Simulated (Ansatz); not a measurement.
# doublet BCl+ at 4 levels

We compute a comparison of 4 runs (U-wB97M-V/STO-3G, UB2PLYP/STO-3G, UMP2/STO-3G, UCCSD/STO-3G) of doublet BCl+. 

Program for the calculation: Ansatz 0.2.0.

40 further runs of the same task are left out: 1 that didn't finish, 39 set aside as unsound or not needed.

## (1) The molecule

BCl+: 2 atoms, total charge +1, spin state doublet. As SMILES of the parent species, `[B]Cl`. Geometry: relaxed at PBE0-D4/def2-TZVP. That shape belongs to the parent species and isn't relaxed for this state.

Bond lengths: B1–Cl2 1.718 Å.

## (2) A single-point energy at U-wB97M-V/STO-3G (run 1)

Contents of run.yaml:

```yaml
basis:
  gaussian: {orbitals: STO-3G}
crystal:
  periodic: [false, false, false]
  atoms:
    - {symbol: B, position_ang: [-0.000000, -0.000000, -0.069660]}
    - {symbol: Cl, position_ang: [0.000000, 0.000000, 1.648190]}
total_charge: 1
accuracy: high
hamiltonian: {xc: {name: wB97M-V}}
magnetization: {spin_polarized: true, initial_magnetization: 1}
```

Command:

```bash
$ ansatz run run.yaml --threads 1 --pin off --max-ram 3480MiB --events-out events.jsonl --progress --plain --runs-dir runs
```

Log:

```text
Warning: RAYON_NUM_THREADS=1 ignored (pool sized by the plan → 1); use --threads N
Functional definition: wB97M-V
  name "wB97M-V"
  parameter omega = 0.3/bohr
  parameter cx = 0.15
  parameter cx01 = 1.007
  parameter cx10 = 0.259
  parameter css00 = 0.443
  parameter css04 = -1.437
  parameter css10 = -4.535
  parameter css20 = -3.390
  parameter css43 = 4.278
  parameter cos00 = 1.000
  parameter cos10 = 1.358
  parameter cos20 = 2.924
  parameter cos21 = -8.812
  parameter cos60 = -1.390
  parameter cos61 = 9.142
  parameter b = 6.0
  parameter c = 0.01
  gx(w, u) = 1 - cx + cx01*u + cx10*w
  gss(w, u) = css00 + css04*u^4 + css10*w + css20*w^2 + css43*w^4*u^3
  gos(w, u) = cos00 + cos10*w + (cos20 + cos21*u)*w^2 + (cos60 + cos61*u)*w^6
  exchange = spin_sum(e_x_unif_sr(omega)*gx(b97_w, b97_u_x)) + cx*exact_x_sr(omega) + exact_x_lr(omega)
  correlation = spin_sum(e_c_pw_mod_same_spin*gss(b97_w, b97_u_same))
      + integral(e_c_pw_mod_opposite_spin*gos(b97_w_opposite, b97_u_opposite)) + vv10(b, c)
224 factors; integrals over basis functions are off by at most 2.1e-8 eV
97 factors; integrals over basis functions are off by at most 6.7e-10 eV
mean field evaluation 1: about -13039.7006 eV, gradient 1.8e1 eV
mean field evaluation 2: about -13038.4891 eV, gradient 2.9e1 eV
mean field evaluation 4: about -13043.8875 eV, gradient 5.2e-1 eV
mean field evaluation 8: about -13043.8809 eV, gradient 1.5e-2 eV
mean field evaluation 16: about -13043.8809 eV, gradient 2.5e-6 eV
mean field -13043.88092346 eV, -479.3537824770 hartree, gradient 4.7e-8 eV, S^2 0.758958; 0 other end points of the search recorded, 0 dependent functions left out
reference -13043.88092508 eV, -479.3537825367 hartree; 11, 10 occupied and 3, 4 virtual orbitals, 224 factors
Total energy: -13043.88092508 eV, -479.3537825367 hartree
```

Wall time 5.1 s (1 thread of Intel Xeon Platinum 8488C (Sapphire Rapids), shared host); peak memory 0.32 GiB.

## (3) The energy at UB2PLYP/STO-3G (run 2)

Contents of input.yaml:

```yaml
crystal:
  periodic: [false, false, false]
  atoms:
    - {symbol: B, position_ang: [-0.000000, -0.000000, -0.069660]}
    - {symbol: Cl, position_ang: [0.000000, 0.000000, 1.648190]}
basis:
  gaussian:
    orbitals: STO-3G
total_charge: 1
magnetization:
  spin_polarized: true
  initial_magnetization: 1
hamiltonian:
  xc: {name: B2PLYP}
correlation:
  frozen_orbitals: {B: 1, Cl: 5}
accuracy: high
```

Command:

```bash
$ ansatz run input.yaml --threads 1 --pin off --max-ram 3480MiB --events-out events.jsonl --progress --plain --runs-dir runs
```

Log:

```text
Warning: RAYON_NUM_THREADS=1 ignored (pool sized by the plan → 1); use --threads N
Functional definition: B2PLYP
  name "B2PLYP"
  parameter a = 0.53
  parameter c = 0.27
  exchange = (1 - a)*b88_x + a*exact_x
  correlation = (1 - c)*lyp_c + c*(mp2_os + mp2_ss)
224 factors; integrals over basis functions are off by at most 2.1e-8 eV
mean field evaluation 1: about -13033.1120 eV, gradient 1.8e1 eV
mean field evaluation 2: about -13033.1189 eV, gradient 1.8e1 eV
mean field evaluation 4: about -13036.9724 eV, gradient 2.0e0 eV
mean field evaluation 8: about -13037.0312 eV, gradient 3.6e-2 eV
mean field evaluation 16: about -13037.0312 eV, gradient 6.3e-7 eV
mean field -13037.03118804 eV, -479.1020593434 hartree, gradient 3.4e-8 eV, S^2 0.760302; 0 other end points of the search recorded, 0 dependent functions left out
6 core orbitals not correlated: weight in the atoms' cores, before any rotation towards them, 1.000 or more for the frozen orbitals, at most 0.000 for the correlated occupied ones
reference -13037.03120205 eV, -479.1020598584 hartree; 5, 4 occupied and 3, 4 virtual orbitals, 224 factors
second order -1.85483066 eV of doubles, -0.00000000 eV of singles
Total energy: -13037.53200633 eV, -479.1204640761 hartree
```

It took 0.69 s on 1 thread of Intel Xeon Platinum 8488C (Sapphire Rapids), shared host; peak memory 0.12 GiB.

Run 3 isn't shown in full; the table further down has it.

## (4) The energy at UCCSD/STO-3G (run 4)

input.yaml, as its differences from that of step 3:

```diff
@@ -12,6 +12,7 @@
   initial_magnetization: 1
-hamiltonian:
-  xc: {name: B2PLYP}
 correlation:
+  method: ccsd
   frozen_orbitals: {B: 1, Cl: 5}
 accuracy: high
+scf:
+  omitted_lower_state_checks: [cluster_reference, increment]
```

Command:

```bash
$ ansatz run input.yaml --threads 1 --pin off --max-ram 3480MiB --events-out events.jsonl --progress --plain --runs-dir runs
```

Log:

```text
Warning: RAYON_NUM_THREADS=1 ignored (pool sized by the plan → 1); use --threads N
Functional definition: HF
  name "HF"
  exchange = exact_x
  correlation = 0
these checks for a lower state are left out or cut short: cluster_reference, increment
224 factors; integrals over basis functions are off by at most 2.1e-8 eV
mean field evaluation 1: about -13019.0514 eV, gradient 1.7e1 eV
mean field evaluation 2: about -13019.0697 eV, gradient 1.7e1 eV
mean field evaluation 4: about -13022.7410 eV, gradient 2.2e0 eV
mean field evaluation 8: about -13022.8400 eV, gradient 3.8e-2 eV
mean field evaluation 16: about -13018.6264 eV, gradient 3.8e-4 eV
mean field evaluation 32: about -13018.6264 eV, gradient 3.8e-4 eV
mean field -13022.83999893 eV, -478.5805427625 hartree, gradient 2.7e-8 eV, S^2 0.763089; 3 other end points of the search recorded, 0 dependent functions left out
6 core orbitals not correlated: weight in the atoms' cores, before any rotation towards them, 1.000 or more for the frozen orbitals, at most 0.000 for the correlated occupied ones
reference -13022.83999893 eV, -478.5805427625 hartree; 5, 4 occupied and 3, 4 virtual orbitals, 224 factors
second order -1.17304378 eV of doubles, -0.00000000 eV of singles
cycle   1  -1.22571618 eV  change   -5.3e-2 eV  update   1.0e-1
cycle   2  -1.39633714 eV  change   -1.7e-1 eV  update   3.4e-2
cycle   3  -1.46453833 eV  change   -6.8e-2 eV  update   2.4e-2
cycle   4  -1.47319993 eV  change   -8.7e-3 eV  update   6.5e-3
cycle   5  -1.47819756 eV  change   -5.0e-3 eV  update   2.8e-3
cycle   6  -1.47961315 eV  change   -1.4e-3 eV  update   1.5e-3
cycle   7  -1.47851350 eV  change    1.1e-3 eV  update   7.0e-4
cycle   8  -1.47922679 eV  change   -7.1e-4 eV  update   3.4e-4
cycle   9  -1.47940292 eV  change   -1.8e-4 eV  update   8.4e-5
cycle  10  -1.47934381 eV  change    5.9e-5 eV  update   2.5e-5
cycle  11  -1.47933607 eV  change    7.7e-6 eV  update   8.8e-6
cycle  12  -1.47933725 eV  change   -1.2e-6 eV  update   3.8e-6
cycle  13  -1.47933712 eV  change    1.3e-7 eV  update   1.1e-6
cycle  14  -1.47933658 eV  change    5.3e-7 eV  update   2.6e-7
cycle  15  -1.47933652 eV  change    6.2e-8 eV  update   4.8e-8
cycle  16  -1.47933656 eV  change   -3.7e-8 eV  update   1.9e-8
cycle  17  -1.47933631 eV  change    2.5e-7 eV  update   6.7e-8
cycle  18  -1.47933628 eV  change    3.1e-8 eV  update   3.7e-8
cycle  19  -1.47933629 eV  change   -1.4e-8 eV  update   1.1e-8
cycle  20  -1.47933630 eV  change   -1.1e-8 eV  update   6.3e-9
cycle  21  -1.47933630 eV  change   1.8e-10 eV  update   2.8e-9
cycle  22  -1.47933630 eV  change   -1.5e-9 eV  update   1.4e-9
cycle  23  -1.47933630 eV  change   -1.3e-9 eV  update  6.1e-10
cycle  24  -1.47933630 eV  change  -4.6e-11 eV  update  2.7e-10
Total energy: -13024.31933523 eV, -478.6349073689 hartree
Checks for a lower state left out: cluster_reference, increment
```

It took 0.24 s on 1 thread of Intel Xeon Platinum 8488C (Sapphire Rapids), shared host.

## (5) All runs side by side

```
run             level  frozen core orbitals  energy (Eh)   ⟨S²⟩  wall time
  1  U-wB97M-V/STO-3G                     –  -479.353783  0.759      5.1 s
  2    UB2PLYP/STO-3G                     6  -479.120464  0.760     0.69 s
  3       UMP2/STO-3G                     6  -478.623651  0.763     0.12 s
  4      UCCSD/STO-3G                     6  -478.634907  0.763     0.24 s
```

## (6) What came out

| quantity | value |
| --- | --- |
| run 4: total energy | -478.63491 Eh |
| run 4: correlation energy (6 core orbitals frozen) | -54.4 mEh |
| run 4: ⟨S²⟩ of the reference determinant | 0.763 |
| run 4: T1 diagnostic | 0.033 |

Totals of different functionals can't be ranked against each other. In runs 1, 2, 3, 4 the basis is minimal, so the values are rough. All runs together took 6.2 s, the longest 5.1 s.
